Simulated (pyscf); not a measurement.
## Routes from GeH₃• + HF

Candidate steps break at most two bonds and form at most two. Each was searched with GFN2-xTB (tblite) first. Structures and frequencies: ωB97X-D3(BJ)/def2-SVP in PySCF. Energies: ωB97M-D3(BJ)/def2-TZVP, kJ/mol, from the separated reactants, doublet surface; ΔG‡ with ideal gas, 1 atm, RRHO with modes under 100 cm⁻¹ raised to 100, one conformer, R ln 2 for chiral ones without a mode under 150 cm⁻¹.

```
products                      type    ΔE‡     ΔE  ΔG‡ 298 K  ΔG‡ 900 K  ν‡ (cm⁻¹)
------------  --------------------  -----  -----  ---------  ---------  ---------
F–GeH₂• + H₂  four-centre exchange  127.6  -37.2      153.5      225.9      1242i
F–GeH₃ + H•          atom transfer  146.1  +44.3      165.0      234.1      1923i
```

Plain bond fissions and candidates not yet searched are not listed, and one of them may be faster. Each barrier is that of the saddle found; lower ones may exist. Elements up to Kr have no core potential and no relativistic terms here.
